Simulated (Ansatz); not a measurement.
A structure relaxed at PBE-D4/def2-TZVPD in Ansatz, charge -1, singlet:

```xyz
9

B     0.3686   -0.8538    0.7772
O     0.1343    0.6224    0.5835
C    -0.3432    0.9380   -0.6775
H     0.3572    0.6263   -1.4928
H    -0.4964    2.0346   -0.7649
H    -1.3186    0.4390   -0.9051
H    -0.7003   -1.4942    0.6086
H     0.7914   -1.0334    1.9290
H     1.2071   -1.2789   -0.0580
```

(1) Give its formula, name or SMILES and point group.

(2) Summarise the bond lengths by kind (pairs closer than 1.2 times the sum of covalent radii, bridged metal pairs left out).

Answers

(1) [B(OMe)H3]- (CH6BO⁻). Point group Cs (tolerance 0.1 Å).

(2) 1 × B–O 1.51 Å; 1 × C–O 1.38 Å; 3 × B–H 1.24 to 1.26 Å; 3 × C–H 1.11 to 1.12 Å.

The highest occupied level of the charge -1 singlet lies above zero (up to 0.27 eV). By energy differences its removal costs 2.98 eV (vertical, to the charge 0 doublet, at PBE-D4/def2-TZVPD); a positive level beside a positive removal energy at the same level points to self-interaction error.
